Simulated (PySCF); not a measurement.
Molecule: trans-1,3-butadiene, C₄H₆ (charge 0, singlet). SMILES: C=CC=C
Structure (B3LYP-D3(BJ)/def2-TZVP (Ansatz) minimum search):
```
C
C 1 1.3340
H 2 1.0816 1 121.71
H 2 1.0839 3 116.96 1 -180.00
H 1 1.0866 2 119.46 3 0.00
C 1 1.4517 5 116.32 2 -180.00
C 6 1.3340 1 124.23 5 0.00
H 7 1.0816 6 121.71 1 -180.00
H 7 1.0839 8 116.96 6 180.00
H 6 1.0866 7 119.46 8 0.00
```
Charge 0, spin multiplicity 1.

Dispersion corrections to the total energy (kcal/mol) from the dftd3 and dftd4 libraries through PySCF: D3(BJ) without and D4 with the three-body term, each with the damping fitted for the functional named.

| functional | D3(BJ) | D4 |
|---|---|---|
| BHLYP | -5.16 | [?] |
| HSE06 | [?] | -2.76 |
| B2GP-PLYP | -2.19 | -1.49 |
| revPBE | [?] | -12.99 |
| BP86 | -5.99 | -4.66 |
| PBE | -4.02 | -3.61 |
| PW6B95 | -1.81 | -3.18 |

### Question
Complete the blanks.

### Answer

- BHLYP, D4: -3.95
- HSE06, D3(BJ): -2.43
- revPBE, D3(BJ): -10.58
